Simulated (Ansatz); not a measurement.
System (SMILES): O (H2O).
Atoms: O1, H2, H3. Bonds: O1-H2, O1-H3.

Basis-set convergence of the lowest harmonic wavenumber at PBE with Ansatz (a first-principles code). Each level at its own minimum, finite differences of forces, unscaled; the reference is a large set that could be run, not a limit. Cartesian d functions, on some or all atoms, in 6-31G*, 6-31+G*, 6-31G**; all else is spherical. The program fits the integrals of some runs and decomposes those of others, by size. No added dispersion term, no relativity. Reference: the value in aug-cc-pVQZ, 1594 cm⁻¹. Deviations are taken from unrounded values.

| basis | functions | lowest harmonic wavenumber (cm⁻¹) | minus reference (cm⁻¹) |
|---|---|---|---|
| STO-3G | 7 | 1984 | 390 |
| 3-21G | 13 | 1664 | 70 |
| 6-31G | 13 | 1593 | -2 |
| 6-31G* | 19 | 1683 | 89 |
| 6-31+G* | 23 | 1631 | 37 |
| 6-31G** | 25 | 1635 | 41 |
| 6-311G** | 30 | 1606 | 11 |
| 6-311+G** | 34 | 1569 | -26 |
| 6-311++G(2d,2p) | 47 | 1605 | 11 |
| 6-311++G(3df,3pd) | 75 | 1592 | -2 |

The smallest set listed that lies within 50 cm⁻¹ of the reference with all its larger relatives (same family, alike in diffuse functions; a set with none counts only in the reference's own line) is 6-31+G* (23 functions, 37 cm⁻¹ off). Inside the window by cancellation, since a larger relative falls out: 6-31G.
